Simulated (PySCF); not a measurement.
What binds LiH: the parts of the energy along the bond

State: ¹Σ⁺, singlet, closed shell. RHF-based CCSD(T) in PySCF 2.14 with Li aug-cc-pVTZ, H aug-cc-pVTZ and Li aug-cc-pVQZ, H aug-cc-pVQZ (frozen core orbitals: 1; no relativity). Correlation energies are extrapolated as n⁻³ (n = 3, 4), Hartree–Fock as (n+1)·exp(−9√n). CV is the change on freezing 0 orbitals instead, in Li cc-pCVTZ, H cc-pVTZ. SR is the spin-free X2C energy in Li cc-pVTZ-DK, H cc-pVTZ-DK less the non-relativistic one in Li cc-pVTZ, H cc-pVTZ. All energies in eV from Li + H.

| R (Å) | HF/CBS | CCSD corr. | (T) | CV | SR | total |
| --- | --- | --- | --- | --- | --- | --- |
| 1.4132 | -1.332 | -1.019 | 0.0000 | -0.0191 | 0.0011 | -2.369 |
| 1.4775 | -1.423 | -1.017 | 0.0000 | -0.0141 | 0.0011 | -2.453 |
| 1.5417 | -1.471 | -1.016 | 0.0000 | -0.0100 | 0.0012 | -2.496 |
| 1.6060 | -1.486 | -1.017 | 0.0000 | -0.0065 | 0.0013 | -2.507 |
| 1.6702 | -1.473 | -1.018 | 0.0000 | -0.0035 | 0.0015 | -2.493 |
| 1.7505 | -1.426 | -1.022 | 0.0000 | -0.0004 | 0.0019 | -2.447 |
| 1.8308 | -1.354 | -1.027 | 0.0000 | 0.0023 | 0.0023 | -2.377 |

A fit to the total gives Re = 1.5995 Å, De = 2.507 eV, ωe = 1398.5 cm⁻¹, Be = 7.477 cm⁻¹ (masses 7.0160 and 1.0078 u).

Problem. At R = 1.6060 Å the CCSD correlation energy is -0.036362 hartree in the smaller basis and -0.036938 in the larger. Extrapolate it.

Solution. (4³·E4 − 3³·E3)/(4³ − 3³) = -0.03736 hartree; the larger basis holds 98.9 % of it.

The T1 diagnostic is 0.010. The open-shell atoms are computed with UHF. Spin–orbit coupling, excitations beyond (T) and corrections to the Born–Oppenheimer picture are left out.
